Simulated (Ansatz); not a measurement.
Born–Oppenheimer molecular dynamics of H7NSi2 (10 atoms, charge 0, multiplicity 1). It starts from a relaxed structure.

Method: RKS PBE0-D4/6-31G* in Ansatz.

```json
{
  "ensemble": "NVE (velocity Verlet)",
  "time step": "0.25 fs",
  "steps asked": "159",
  "starting velocities drawn for": "300 K",
  "seed": "620257"
}
```

Frames 0.25 fs apart, positions in Å.

Velocities at 10.0 fs (Å/ps):

```
N 0.86 -2.25 1.99
Si 0.01 1.76 -0.21
Si -0.56 -0.66 0.30
H -9.78 21.64 -7.21
H -0.61 -23.17 -17.10
H 10.80 -2.62 -0.35
H 0.14 2.13 -0.68
H -6.65 3.85 0.23
H 2.30 0.57 -2.00
H 7.36 -1.87 -2.93
```

```xyz
10
Properties=species:S:1:pos:R:3 time_fs=10.0 energy_less_start_eV=0.208 T=99
N -1.571 0.528 -0.745
Si 0.183 0.771 -0.404
Si 0.860 -0.993 0.966
H -1.709 -0.381 -1.119
H -2.102 1.192 -1.304
H 0.338 2.047 0.332
H 0.873 0.840 -1.755
H 0.588 -2.296 0.312
H 0.284 -0.967 2.326
H 2.385 -1.023 1.178
10
Properties=species:S:1:pos:R:3 time_fs=10.2 energy_less_start_eV=0.213 T=94
N -1.571 0.528 -0.745
Si 0.183 0.772 -0.404
Si 0.860 -0.993 0.966
H -1.711 -0.376 -1.121
H -2.102 1.187 -1.308
H 0.341 2.046 0.332
H 0.873 0.841 -1.755
H 0.586 -2.295 0.312
H 0.284 -0.967 2.325
H 2.387 -1.023 1.177
10
Properties=species:S:1:pos:R:3 time_fs=10.5 energy_less_start_eV=0.218 T=90
N -1.570 0.527 -0.744
Si 0.183 0.772 -0.404
Si 0.860 -0.993 0.966
H -1.714 -0.372 -1.124
H -2.102 1.181 -1.312
H 0.344 2.046 0.332
H 0.874 0.841 -1.754
H 0.584 -2.295 0.312
H 0.284 -0.967 2.325
H 2.388 -1.024 1.176
10
Properties=species:S:1:pos:R:3 time_fs=10.8 energy_less_start_eV=0.221 T=87
N -1.570 0.527 -0.744
Si 0.183 0.773 -0.404
Si 0.860 -0.993 0.967
H -1.717 -0.368 -1.126
H -2.101 1.175 -1.317
H 0.347 2.045 0.332
H 0.874 0.842 -1.754
H 0.582 -2.294 0.312
H 0.285 -0.966 2.325
H 2.389 -1.024 1.175
10
Properties=species:S:1:pos:R:3 time_fs=11.0 energy_less_start_eV=0.223 T=85
N -1.570 0.526 -0.743
Si 0.183 0.773 -0.405
Si 0.860 -0.994 0.967
H -1.720 -0.365 -1.129
H -2.101 1.170 -1.321
H 0.350 2.045 0.332
H 0.875 0.842 -1.753
H 0.580 -2.293 0.312
H 0.285 -0.966 2.325
H 2.389 -1.024 1.174
10
Properties=species:S:1:pos:R:3 time_fs=11.2 energy_less_start_eV=0.222 T=86
N -1.569 0.526 -0.742
Si 0.183 0.773 -0.405
Si 0.860 -0.994 0.967
H -1.724 -0.363 -1.132
H -2.100 1.165 -1.324
H 0.353 2.045 0.332
H 0.876 0.843 -1.752
H 0.578 -2.293 0.312
H 0.284 -0.966 2.325
H 2.389 -1.024 1.173
10
Properties=species:S:1:pos:R:3 time_fs=11.5 energy_less_start_eV=0.220 T=88
N -1.569 0.526 -0.742
Si 0.183 0.774 -0.405
Si 0.860 -0.994 0.967
H -1.727 -0.363 -1.135
H -2.099 1.159 -1.328
H 0.356 2.045 0.332
H 0.877 0.843 -1.750
H 0.575 -2.292 0.312
H 0.284 -0.965 2.325
H 2.388 -1.024 1.172
10
Properties=species:S:1:pos:R:3 time_fs=11.8 energy_less_start_eV=0.215 T=92
N -1.568 0.525 -0.741
Si 0.183 0.774 -0.405
Si 0.860 -0.994 0.967
H -1.731 -0.363 -1.139
H -2.098 1.155 -1.332
H 0.359 2.045 0.331
H 0.879 0.844 -1.748
H 0.573 -2.292 0.312
H 0.284 -0.965 2.325
H 2.387 -1.023 1.170
10
Properties=species:S:1:pos:R:3 time_fs=12.0 energy_less_start_eV=0.209 T=98
N -1.568 0.525 -0.740
Si 0.182 0.775 -0.405
Si 0.860 -0.994 0.967
H -1.735 -0.363 -1.143
H -2.096 1.150 -1.335
H 0.362 2.045 0.331
H 0.880 0.844 -1.746
H 0.570 -2.292 0.312
H 0.283 -0.965 2.325
H 2.385 -1.023 1.169
10
Properties=species:S:1:pos:R:3 time_fs=12.2 energy_less_start_eV=0.202 T=104
N -1.567 0.525 -0.739
Si 0.182 0.775 -0.406
Si 0.860 -0.994 0.967
H -1.739 -0.365 -1.146
H -2.095 1.146 -1.339
H 0.365 2.046 0.331
H 0.882 0.845 -1.744
H 0.567 -2.292 0.312
H 0.282 -0.964 2.325
H 2.384 -1.022 1.167
10
Properties=species:S:1:pos:R:3 time_fs=12.5 energy_less_start_eV=0.195 T=111
N -1.567 0.525 -0.739
Si 0.182 0.776 -0.406
Si 0.860 -0.995 0.967
H -1.743 -0.368 -1.150
H -2.093 1.143 -1.342
H 0.368 2.046 0.331
H 0.884 0.845 -1.741
H 0.564 -2.292 0.312
H 0.281 -0.964 2.325
H 2.381 -1.022 1.166
10
Properties=species:S:1:pos:R:3 time_fs=12.8 energy_less_start_eV=0.188 T=118
N -1.566 0.524 -0.738
Si 0.181 0.776 -0.406
Si 0.860 -0.995 0.967
H -1.747 -0.371 -1.154
H -2.091 1.139 -1.346
H 0.372 2.047 0.331
H 0.887 0.846 -1.738
H 0.561 -2.292 0.311
H 0.280 -0.963 2.326
H 2.378 -1.021 1.164
```

Of the whole run (40 fs, mean temperature of the second half 156 K): The conserved energy stayed within 0.041 meV per atom of its start (net change 0.024 meV per atom), so the integration is sound. A run of 0.04 ps of so small a system gives no equilibrium averages.

Run time: 9.6 min on 1 thread of Intel(R) Xeon(R) Platinum 8259CL CPU @ 2.50GHz (Skylake/Cascade Lake), with other jobs on the host, peak memory 0.13 GiB.
